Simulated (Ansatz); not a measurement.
Results of PBE (Ansatz, a quantum-chemistry and plane-wave program, PAW) for bcc V.

Run with plane-wave cutoff 520 eV, 30×30×30 k mesh, Fermi–Dirac smearing 0.04 eV (set by the program), no spin polarisation, scalar-relativistic PAW data made under PBE.

Cell (relaxed at this level):

Space group Im-3m (No. 229); a = b = c = 2.997 Å, α = β = γ = 90.00°

```csv
atom,site,symmetry,x,y,z
V,2a,m-3m,0.0000,0.0000,0.0000
```
(The calculation used a cell of 1 atom; values per cell refer to that cell.)

Estimate the elastic constant C11, Voigt–Reuss–Hill shear modulus (Hill average), Voigt–Reuss–Hill bulk modulus, elastic constant C12 and elastic constant C44 that the calculation returns.


elastic constant C11: 271 GPa
Voigt–Reuss–Hill shear modulus (Hill average): 39.4 GPa
Voigt–Reuss–Hill bulk modulus: 183 GPa
elastic constant C12: 139 GPa
elastic constant C44: 27.4 GPa

Measured, for comparison: elastic constant C11 232 GPa, elastic constant C12 119 GPa, elastic constant C44 46 GPa (0 K, extrapolated to 0 K; zero-point effects included; as tabulated in Wang et al. (2022), arXiv:2209.12322). Computed (rounded) less measured: elastic constant C11 +17 %, elastic constant C12 +17 %, elastic constant C44 -40 %.

Note: the shear constants of this metal are likely not converged at this k mesh and smearing.

Elastic constants are with the ions relaxed.

Computed values are for the static lattice.
